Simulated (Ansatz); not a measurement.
Run this with Ansatz 0.2.0, Python API and show what comes out.

Contents of `c3h5fo2.xyz`:
```text
11

C     0.20670   -0.32410    1.54980
C     0.40340    0.22610    0.13980
O     0.27520   -0.81240   -0.85350
C    -0.44950    0.06810   -1.62600
F     0.15960    0.72800   -2.58170
O    -0.76390    0.84310   -0.43500
H     1.02300   -0.89300    1.88310
H    -0.71280   -0.86950    1.58580
H     0.05320    0.57220    2.28010
H     1.30670    0.84690    0.04040
H    -1.43630   -0.44240   -1.96220
```

`c3h5fo2_energy.py`
```python
"""Single point of C3H5FO2."""

from dataclasses import dataclass
from pathlib import Path

import ansatz as az


@dataclass
class Settings:
    basis_set: str = "6-31G"


cfg = Settings()

system = az.Crystal.molecule_from_extxyz("c3h5fo2.xyz")

calc = (
    system.calculation()
    .basis(gaussian=cfg.basis_set)  # atom-centred Gaussian functions
    .functional(az.LibraryFunctional("B2PLYP"))  # exchange and correlation
    .accuracy("medium")  # preset for grids and thresholds
    .orbitals()
)
done = calc.run(threads=1, pin="off", runs_dir="runs")
summary = done.report

print("reference energy %16.6f eV" % summary["reference_energy_ev"])
print("total energy     %16.6f eV" % summary["free_energy_ev"])
print("occupied (up, down):", summary["n_occupied"], " virtual:", summary["n_virtual"], " frozen:", summary["n_frozen"])

state = summary["mean_field"]["state"]
print(f"mean field: {state['energy']['hartree']:.7f} Ha, <S^2> = {abs(state['spin_squared']):.4f}, stability: {state.get('stability', {}).get('kind')}")

lines = Path(summary["orbitals_path"]).read_text().splitlines()
field_of = lambda key: [line.split("=")[1].strip() for line in lines if line.startswith(key)]
orbitals = [(27.211386 * float(e), s, float(n)) for e, s, n in zip(field_of("Ene="), field_of("Spin="), field_of("Occup="))]
homo = max(e for e, _, n in orbitals if n > 0.5)
lumo = min(e for e, _, n in orbitals if n < 0.5)
print(f"HOMO {homo:.3f} eV, LUMO {lumo:.3f} eV, gap {lumo - homo:.3f} eV")
```

`python c3h5fo2_energy.py` gives:
```text
reference energy     -9980.193766 eV
total energy         -9985.984587 eV
occupied (up, down): [18, 18]  virtual: [40, 40]  frozen: 6
mean field: -366.7653561 Ha, <S^2> = 0.0000, stability: minimum
HOMO -10.198 eV, LUMO 3.140 eV, gap 13.338 eV
```

Caveats:
- These settings explore the input space; basis and method may be short of convergence.
- The geometry is a force-field or estimated start, not a minimum of this method, and the basis set is short of its limit.
- Levels such as HOMO and LUMO are orbital energies: with these approximate functionals they aren't the ionisation energy and electron affinity, and their gap isn't the fundamental gap.
- For a double hybrid the total adds scaled second-order correlation to the self-consistent reference.
- It ran for 3.8 s on 1 thread of Arm Neoverse V1 (shared host), peak memory 0.19 GiB.

(A comment or docstring line of the script was reworded after the run, the code is as it ran; lines on the test bed's own set-up are left out of the output.)
